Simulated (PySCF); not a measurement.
# [SO3]-: PBE0 against B3LYP

Base calculation in PySCF with density fitting and no spin–orbit coupling, PBE0/def2-SVPD (no relativity): doublet, C3v, S–O 1.505 Å (×3); O–S–O 113.8° (×3); wavenumbers 449 (×2), 553, 955, 1122 (×2) cm⁻¹; dipole moment about the centre of mass 1.03 D, polar-tensor charge of S 1.43 e.

Problem. What changes on going to B3LYP/def2-SVPD (no relativity)?

Solution. The point group stays the same. Changes: mean bond to S +0.013 Å, smallest bond angle -0.2 degrees, highest wavenumber -60 cm⁻¹, lowest wavenumber -13 cm⁻¹, dipole moment about the centre of mass +0.05 D, polar-tensor charge of S -0.05 e. The new structure has S–O 1.518 Å (×3); O–S–O 113.6° (×3), with wavenumbers 436 (×2), 536, 912, 1062 (×2) cm⁻¹.

Each species is the lowest minimum found with this bonding; other isomers or fragments can lie lower.
